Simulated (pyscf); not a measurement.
Optimised with ωB97X-D3(BJ)/def2-SVP in PySCF.

Task: For the elementary gas-phase step HS–Ga(Cl)–Cl + H atom (H•) → •S–Ga(Cl)–Cl + hydrogen (H₂) (doublet surface; H–S broken, H–H formed), what barrier and reaction energy does ωB97M-D3(BJ)/def2-TZVP give, measured from the separated reactants?

Result: ΔE‡ = 14.7 kJ/mol, ΔE = -55.0 kJ/mol. Zero-point energy shifts the barrier by -2.6 kJ/mol. It is a hydrogen abstraction, with an imaginary mode of 968i cm⁻¹. One saddle was located; it need not be the lowest between these sides. The angle at the transferred H is 175°. Elements up to Kr have no core potential and no relativistic terms here.
